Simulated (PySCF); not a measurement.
## Electric properties by functional and basis

C₂H₂.
SMILES: `C#C`

PySCF, dipoles from the SCF density, polarisabilities from static response with core orbitals frozen. Isolated species at its PBE0-D3(BJ)/def2-SVP geometry, gas phase.

Problem. How do dipole and polarisability depend on functional and basis here?

Solution. 

```
              level  α (Å³)  error (%)  anisotropy (Å³)
    B3LYP/def2-SVPD    3.34       -4.2             2.01
     PBE0/def2-SVPD    3.31       -5.2             1.95
BHandHLYP/def2-SVPD    3.30       -5.4             1.99
CAM-B3LYP/def2-SVPD    3.31       -5.0             2.01
  wB97X-D/def2-SVPD    3.36       -3.5             1.92
  LC-wPBE/def2-SVPD    3.24       -7.2             1.94
        PBE0/6-31G*    2.17      -37.8             3.00
      PBE0/def2-SVP    2.40      -31.1             2.91
   PBE0/aug-cc-pVDZ    3.42       -1.9             1.95
     PBE0/def2-TZVP    2.99      -14.4             2.40
    PBE0/def2-TZVPD    3.47       -0.6             1.87
   PBE0/aug-cc-pVTZ    3.50       +0.3             1.86
```

Reference polarisability: 3.487 Å³ (measured, gas; NIST CCCBDB Release 22 (SRD 101), experimental polarizabilities). Reference polarisability: 3.339 Å³ (computed, CCSD(T)/CBS, static electronic, isotropic average, equilibrium geometry, gas; Hait, Head-Gordon, Phys. Chem. Chem. Phys. 20 (2018) 19800). Errors are taken against the first value of each kind. The anisotropy is √(½[(α1 − α2)² + (α2 − α3)² + (α3 − α1)²]). For the polarisability, the smallest error is 0.3% (PBE0/aug-cc-pVTZ) and the largest 37.8% (PBE0/6-31G*). The dipole stays under 0.05 D at every level. In one basis (def2-SVPD) the functionals order the polarisability from LC-wPBE (lowest) to wB97X-D (highest), a spread of 4%. With PBE0 the polarisability is 2.52 Å³ without diffuse functions (mean of 6-31G*, def2-SVP and def2-TZVP) and 3.42 Å³ with them (mean of def2-SVPD, aug-cc-pVDZ, def2-TZVPD and aug-cc-pVTZ). Measured values can belong to vibrating molecules; the computed ones are for one fixed geometry.
